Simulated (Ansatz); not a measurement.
A made-up structure of CH₇Si₂ (charge -1), closed shell:

| atom | x (Å) | y (Å) | z (Å) |
| --- | --- | --- | --- |
| C1 | -1.6534 | 0.4417 | -0.8050 |
| Si2 | 0.0413 | 0.7968 | -0.4596 |
| Si3 | 0.9556 | -0.9032 | 0.9032 |
| H4 | -1.9402 | -0.5096 | -1.2496 |
| H5 | -2.3489 | 1.2574 | -0.9970 |
| H6 | 0.2357 | 2.0690 | 0.3315 |
| H7 | 1.1749 | 0.9483 | -1.4917 |
| H8 | 0.6134 | -2.2807 | 0.4092 |
| H9 | 0.4619 | -0.8813 | 2.3204 |
| H10 | -1.4376 | 1.0423 | 0.0414 |

It is relaxed with PBE-D4/def2-SVPD and then PBE0-D4/def2-TZVPD (Ansatz 0.2.0). Atoms count as bonded within 1.22 times the sum of their covalent radii (H–H: 0.88 Å). The end point is not checked to be a true minimum.

Task: Does its bonding change? (Judge from chemistry; the calculation decides.)

Result: By the calculation: Yes. Formed: none; broken: Si2–H10.

Where it ends: The first stage lowers the energy by 3.49 eV in 10 steps. It ends as CH₇Si₂ ([CH3][SiH2][SiH2]), total charge -1:
```tsv
atom	x (Å)	y (Å)	z (Å)
C1	-1.6136	0.5721	-0.6273
Si2	0.2625	0.6996	-0.2945
Si3	1.3094	-0.9233	1.0432
H4	-1.8377	-0.3843	-1.1088
H5	-1.9881	1.3805	-1.2653
H6	0.4375	2.1081	0.2318
H7	0.8652	0.8074	-1.6789
H8	0.6199	-2.0629	0.2695
H9	0.2055	-0.8128	2.1118
H10	-2.1580	0.5962	0.3213
```

Labels in which every atom is bracketed show which atoms are joined, not bond orders.

For scale, one of the runs: PBE0-D4/def2-TZVPD relaxation, 186 basis functions, launched by `ansatz run in.yaml --threads 2 --pin off --events-out ev --progress --plain --max-ram 4352MiB`. Hardware: 2 CPU threads of an Arm Neoverse V1, shared host. Wall time about 27 s.
